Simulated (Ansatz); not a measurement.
Rock-salt MgS was calculated with r²SCAN0 (PAW; Ansatz, a quantum-chemistry and plane-wave program).

Settings: plane-wave cutoff 520 eV, 8×8×8 k mesh, Fermi–Dirac smearing 0.01 eV, scalar-relativistic PAW data made under PBE.

Response to compression and expansion:

```json
[
 {"V (Å³/atom)": "16.554", "P (GPa)": "4.73", "direct gap at Γ (eV)": "6.655", "smallest gap on the k mesh (eV)": "5.105"},
 {"V (Å³/atom)": "16.990", "P (GPa)": "2.22", "direct gap at Γ (eV)": "6.411", "smallest gap on the k mesh (eV)": "5.044"},
 {"V (Å³/atom)": "17.480", "P (GPa)": "-0.24", "direct gap at Γ (eV)": "6.152", "smallest gap on the k mesh (eV)": "4.975"},
 {"V (Å³/atom)": "17.861", "P (GPa)": "-1.93", "direct gap at Γ (eV)": "5.960", "smallest gap on the k mesh (eV)": "4.922"},
 {"V (Å³/atom)": "18.297", "P (GPa)": "-3.65", "direct gap at Γ (eV)": "5.752", "smallest gap on the k mesh (eV)": "4.862"}
]
```

The fundamental gap (4.98 eV at the equilibrium volume, on the SCF mesh) lies elsewhere than Γ–Γ.
